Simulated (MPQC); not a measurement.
**C2HF (fluoroacetylene): PBE0/def2-SVP**

We compute energy and forces of C2HF (fluoroacetylene). 

The results are computed with MPQC 2.3.1.

### 1 Starting point

C2HF: 4 atoms, total charge 0, spin state singlet. As SMILES, `C#CF`. The coordinates come from a GFN2-xTB relaxation.

Bond lengths: C1–C2 1.193 Å, C2–F3 1.283 Å, C1–H4 1.046 Å. Angles: C1–C2–F3 178.8°, C2–C1–H4 178.2°.

### 2 Energy and forces at PBE0/def2-SVP

Input file mol.in:

```
molecule<Molecule>: (
    symmetry = c1
    unit = angstrom
    { atoms geometry } = {
        C  [ -0.371340     0.450560    -0.298270 ]
        C  [ 0.301510    -0.370980     0.244360 ]
        F  [ 1.014170    -1.273690     0.813840 ]
        H  [ -0.944340     1.194110    -0.759930 ]
    }
)
basis<GaussianBasisSet>: (
    name = "def2-SVP"
    molecule = $:molecule
    basisdir = "."
    puream = yes
)
mpqc: (
    checkpoint = no
    savestate = no
    restart = no
    do_energy = yes
    do_gradient = yes
    optimize = no
    mole<CLKS>: (
        molecule = $:molecule
        basis = $:basis
        total_charge = 0
        memory = 1000000000
        print_evals = yes
        print_npa = yes
        maxiter = 120
        value_accuracy = 1e-08
        functional<SumDenFunctional>: (
            a0 = 0.25
            coefs = [ 0.75 1 ]
            funcs: [ <PBEXFunctional>: () <PBECFunctional>: () ]
        )
        integrator<RadialAngularIntegrator>: ( grid = xfine )
        guess_wavefunction<CLHF>: (
            molecule = $:molecule
            total_charge = 0
            memory = 1000000000
            value_accuracy = 1e-3
            basis<GaussianBasisSet>: (
                name = "3-21G"
                molecule = $:molecule
            )
        )
    )
)
```

The basis set def2-SVP is read from a file made from the Basis Set Exchange's data (not shown).

Run with:

```bash
$ mpqc -o mol.out mol.in
```

What it wrote:

```text
MPQC: Massively Parallel Quantum Chemistry
[...]
  Integrated electron density error = -0.000902708699
  iter     1 energy = -176.1515390243 delta = 1.45144e-01
  Integrated electron density error = -0.000193026102
  iter     2 energy = -176.2069097738 delta = 3.64349e-02
[...]
  Integrated electron density error = 0.000000282323
  iter    15 energy = -176.2176569513 delta = 5.92323e-08
  Integrated electron density error = 0.000000282323
  iter    16 energy = -176.2176569513 delta = 4.09459e-08
  Integrated electron density error = 0.000000282322
  iter    17 energy = -176.2176569513 delta = 2.21087e-08
[...]
  LUMO is    12   A =   0.067116
  total scf energy = -176.2176569513
[...]
  Integrated electron density error = 0.000000281564
  Total Gradient:
[...]
Value of the MolecularEnergy: -176.2176569513
  Gradient of the MolecularEnergy:
      1    0.0005083950
      2   -0.0019219538
      3    0.0003330913
      4   -0.0209019043
      5    0.0277984639
      6   -0.0164923328
      7    0.0074649603
      8   -0.0100192109
      9    0.0057953747
     10    0.0129285490
     11   -0.0158572992
     12    0.0103638667
[...]
        symmetry = c1
[...]
```

It took 13 s on 1 thread of Arm Neoverse V2, shared host.

### 3 Outcome

Level: PBE0/def2-SVP.

| quantity | value |
| --- | --- |
| total energy | -176.21766 Eh |
| HOMO energy | -8.29 eV |
| LUMO energy | 1.83 eV |
| HOMO–LUMO gap | 10.12 eV |
| largest force on an atom | 1.979 eV/Å |

The largest force is 1.98 eV/Å: the shape isn't a stationary point for this species at this level.
